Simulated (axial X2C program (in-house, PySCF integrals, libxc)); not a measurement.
**Potential curves of MgP⁺, with spin–orbit coupling**

All values were computed with an in-house all-electron X2C program for linear molecules (integrals from PySCF). Two-component (2c) means X2C with spin–orbit coupling and atomic mean-field two-electron Coulomb and Gaunt terms. Basis: P dyall-v3z [8s7p2d1f], Mg dyall-cv3z [9s8p6d3f] (cores contracted in-house); Gaussian nuclei, density fitting, unrestricted open shells. Masses: P 30.974 u, Mg 23.985 u.

State: Ω = 1 (⟨Sz⟩ = 1.00, ⟨Lz⟩ = 0.00 at BHandHLYP). Energies in kJ/mol from the fragments at the same level (P + Mg+). Fits are polynomials in 1 − R0/R over 0.85 to 1.23 times the lowest point R0.

```json
{"R (Å)": "2.1271", "BHandHLYP": "-84.75"}
{"R (Å)": "2.2249", "BHandHLYP": "-112.42"}
{"R (Å)": "2.2983", "BHandHLYP": "-124.08"}
{"R (Å)": "2.3716", "BHandHLYP": "-129.95"}
{"R (Å)": "2.4450", "BHandHLYP": "-131.49"}
{"R (Å)": "2.5306", "BHandHLYP": "-129.33"}
{"R (Å)": "2.6162", "BHandHLYP": "-124.34"}
{"R (Å)": "2.7262", "BHandHLYP": "-115.52"}
{"R (Å)": "2.8606", "BHandHLYP": "-103.22"}
{"R (Å)": "3.0562", "BHandHLYP": "-85.27"}
```

The state is a single determinant with fixed occupations, the lowest that a limited PBE0 search found. Dissociation energies refer to the lowest single-determinant-based atoms at the same level and basis. Density functionals use the spin component along the axis (collinear). With several unpaired electrons one determinant need not be a pure state. Open-shell Ω = 0 determinants with evenly filled partner blocks cannot be reached by this program, so the Ω shown need not be the lowest component. This is the Ω = 1 component of a π² triplet; the 0⁺ component is not one determinant and can lie lowest. The determinant is spin-polarised beyond a pure state at some levels (its spin-free form has ⟨S²⟩ too high), which makes Re and μ there less reliable.

Problem. What are Re, ωe and De at the BHandHLYP level?

Solution. At BHandHLYP, 2c: Re = 2.440 Å, ωe ≈ 354 cm⁻¹, De = 1.36 eV to P + Mg+; Be follows as 0.21 cm⁻¹.
